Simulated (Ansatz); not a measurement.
Basis-set extrapolation for C3H6O, SMILES `C1COC1` (PBE0-D4/def2-TZVP geometry, frozen core, the Gaussian-basis code of Ansatz). Multiplicity 1, RHF reference.

|  | def2-TZVPP | def2-QZVPP |
| --- | --- | --- |
| HF | -191.987055 | -191.996010 |
| MP2 correlation | -0.742591 | -0.793299 |
| CCSD(T) correlation | -0.805132 | not run |

Energies in hartree. Use E(X) = E(∞) + A·exp(−7.88·√X) for Hartree–Fock and E(X) = E(∞) + B·X^(−2.97) for correlation, with X = 3 and 4, and add CCSD(T) minus MP2 of the smaller set to the MP2 limit.

Q: What is the CCSD(T) energy at the basis-set limit?

A: HF limit: -191.996010 + (-0.008955) × 0.13774 = -191.99724. MP2 limit: -0.793299 + (-0.050708) × 0.74074 = -0.83086. Higher-order term: -0.805132 − (-0.742591) = -0.06254. Total: -192.89064 hartree, 258.5 kJ/mol below CCSD(T)/def2-TZVPP.
